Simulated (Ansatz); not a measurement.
B20 (FeSi-type) FeSi was calculated with r²SCAN+rVV10 in Ansatz (plane waves, PAW).

Run with plane-wave cutoff 560 eV, 8×8×8 k mesh, Fermi–Dirac smearing 0.01 eV, no spin polarisation, scalar-relativistic PAW data made under PBE.

Computed points:

| V (Å³/atom) | E − E_lowest (meV/atom) |
|---|---|
| 10.187 | 14.21 |
| 10.399 | 3.41 |
| 10.611 | 0.00 |
| 10.824 | 3.18 |
| 11.036 | 12.24 |

Task: What bulk modulus B0 and pressure derivative B′ does a third-order Birch–Murnaghan fit give?

Result: V0 = 10.611 Å³/atom, B0 = 249 GPa, B′ = 4.7 (fit to the energies at full precision).

Shape and atoms are relaxed at each volume.

Measured, for comparison: bulk modulus 178 GPa (room temperature, no zero-point or thermal correction, our sources range from 169 to 185; as tabulated in Study of the compressibility of FeSi, MnSi, and CoS2 (JETP Letters), abstract); equilibrium volume per atom 11.26 Å³/atom (temperature not stated, no zero-point or thermal correction; as tabulated in Wikipedia's data pages). Computed (rounded) less measured: bulk modulus +40 % (+35 % to +47 % over the range), equilibrium volume per atom -5.8 %.

Note: the bulk modulus comes from volumes at which shape and atoms were relaxed.

Ansatz is an electronic-structure program.
